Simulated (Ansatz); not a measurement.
**BCl (SMILES [B]Cl) at r2SCAN/STO-3G**

What is the vertical electron affinity of BCl at r2SCAN/STO-3G? 

Program for the calculation: Ansatz 0.2.0.

40 further runs of the same task are left out: 1 that didn't finish, 39 set aside as unsound or not needed.

## (1) The structure to begin with

BCl has 2 atoms, charge 0, and is taken as a singlet. SMILES: `[B]Cl`. The coordinates come from a PBE0-D4/def2-TZVP relaxation.

Bond lengths: B1–Cl2 1.718 Å.

## (2) A single-point energy at r2SCAN/STO-3G

run.yaml reads:

```yaml
crystal:
  periodic: [false, false, false]
  atoms:
    - {symbol: B, position_ang: [-0.000000, -0.000000, -0.069660]}
    - {symbol: Cl, position_ang: [0.000000, 0.000000, 1.648190]}
basis:
  gaussian:
    orbitals: STO-3G
hamiltonian:
  xc: r2scan
accuracy: high
```

Launch:

```console
$ ansatz run run.yaml --threads 1 --pin off --max-ram 3480MiB --events-out events.jsonl --progress --plain --runs-dir runs
```

What it wrote:

```text
Warning: RAYON_NUM_THREADS=1 ignored (pool sized by the plan → 1); use --threads N
Functional definition: r2SCAN
  name "r2SCAN"
  parameter k0 = 0.174
  parameter k1 = 0.065
  parameter a1 = 4.9479
  exchange = r2scan_x(k0 = k0, k1 = k1, a1 = a1)
  correlation = r2scan_c
224 factors; integrals over basis functions are off by at most 2.1e-8 eV
mean field evaluation 1: about -13050.0031 eV, gradient 7.3e0 eV
mean field evaluation 2: about -13049.8758 eV, gradient 1.0e1 eV
mean field evaluation 4: about -13050.2875 eV, gradient 6.2e-2 eV
mean field evaluation 8: about -13050.2814 eV, gradient 9.1e-4 eV
mean field -13050.28140781 eV, -479.5889959386 hartree, gradient 2.6e-8 eV, S^2 0.000000; 0 other end points of the search recorded, 0 dependent functions left out
reference -13050.28140805 eV, -479.5889959476 hartree; 11, 11 occupied and 3, 3 virtual orbitals, 224 factors
Total energy: -13050.28140805 eV, -479.5889959476 hartree
```

It took 0.87 s on 1 thread of Intel Xeon Platinum 8488C (Sapphire Rapids), shared host; peak memory 0.12 GiB.

## (3) The doublet anion, same level

in.yaml reads:

```yaml
crystal:
  periodic: [false, false, false]
  atoms:
    - {symbol: B, position_ang: [-0.000000, -0.000000, -0.069660]}
    - {symbol: Cl, position_ang: [0.000000, 0.000000, 1.648190]}
basis:
  gaussian:
    orbitals: STO-3G
total_charge: -1
magnetization:
  spin_polarized: true
  initial_magnetization: 1
hamiltonian:
  xc: {name: r2SCAN}
accuracy: high
```

Launch:

```console
$ ansatz run in.yaml --threads 1 --pin off --max-ram 3480MiB --events-out events.jsonl --progress --plain --runs-dir runs
```

What it wrote:

```text
Warning: RAYON_NUM_THREADS=1 ignored (pool sized by the plan → 1); use --threads N
[... 7 set-up lines as earlier in the session ...]
224 factors; integrals over basis functions are off by at most 2.1e-8 eV
mean field evaluation 1: about -13043.1174 eV, gradient 1.4e1 eV
mean field evaluation 2: about -13044.1520 eV, gradient 7.9e0 eV
mean field evaluation 4: about -13044.8576 eV, gradient 5.1e-2 eV
mean field evaluation 8: about -13044.8615 eV, gradient 7.8e-4 eV
mean field evaluation 16: about -13044.8607 eV, gradient 2.8e-1 eV
mean field evaluation 32: about -13044.8675 eV, gradient 1.8e-7 eV
mean field -13044.86746364 eV, -479.3900371600 hartree, gradient 3.8e-9 eV, S^2 0.839255; 5 other end points of the search recorded, 0 dependent functions left out
reference -13044.86746411 eV, -479.3900371773 hartree; 12, 11 occupied and 2, 3 virtual orbitals, 224 factors
Total energy: -13044.86746411 eV, -479.3900371773 hartree
```

Run time: 4.5 s. Hardware: 1 thread of Intel Xeon Platinum 8488C (Sapphire Rapids), shared host; peak memory 0.17 GiB.

## (4) Summary of results

At r2SCAN/STO-3G:

```
                                         quantity          value
                        singlet BCl: total energy  -479.58900 Eh
                      doublet anion: total energy  -479.39004 Eh
                              doublet anion: ⟨S²⟩          0.839
vertical electron affinity (to the doublet anion)      -5.414 eV
```

In words: The anion lies 5.41 eV (125 kcal/mol) above the neutral: the electron isn't bound at this level, and such a value depends on the basis. Without diffuse functions anions come out too high. In a minimal basis such a difference can be off by several eV, whatever the method.
